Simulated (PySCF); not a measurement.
# Structure from NMR data

An unknown has the formula C3HF2N. Its calculated NMR data are:

¹H NMR (300 MHz, computed): δ 7.85 (d, J = 78.7 Hz, 1H).

¹³C{¹H} NMR (computed): δ 163.0 (CH, dd, J = 360.1, 60.4 Hz), 137.2 (C, dd, J = 313.9, 36.0 Hz), 110.7 (C, dd, J = 37.9, 8.5 Hz).

[PySCF 2.14: PBE0-D3(BJ)/def2-SVP structure; NMR shieldings at HF/pcSseg-2/GIAO; J couplings at B3LYP/pcJ-1; one conformer; no solvent; non-relativistic Hamiltonian]

δ = σ(ref) − σ, references computed at the same level: ¹H (31.68 ppm) and ¹³C (191.47 ppm) vs TMS.

**Question.** What is the structure?

**Answer.** 
- The formula gives 3 degrees of unsaturation (no ring in the answer).
- 3 carbon signals for 3 carbons: no two carbons are equivalent.
- Carbon types of the structure: 2 × C, 1 × CH, which accounts for all hydrogens.
- δC 163.0: alkene CH; an sp2 carbon of a C=C bond.
- δC 137.2: fully substituted alkene carbon; the olefinic region.
- δC 110.7: nitrile carbon; typical of a nitrile.
- δH 7.85: hydrogen on an alkene CH; a vinylic proton, deshielded by the sp2 carbon and the C=C anisotropy.

These data were computed for `N#C/C(F)=C\F`.

This is the structure that produced the data.

Common functionals overestimate the size of one-bond C–F couplings by tens of Hz; these are unscaled. Splittings below 1 Hz are ignored in the labels, and close J values are merged. Shifts are as computed, not scaled to solution data. Of 1211 compounds with measured shifts, 218 miss one by over three times the rms of a fit or turn the order of signals round; such compounds aren't used in these exercises.
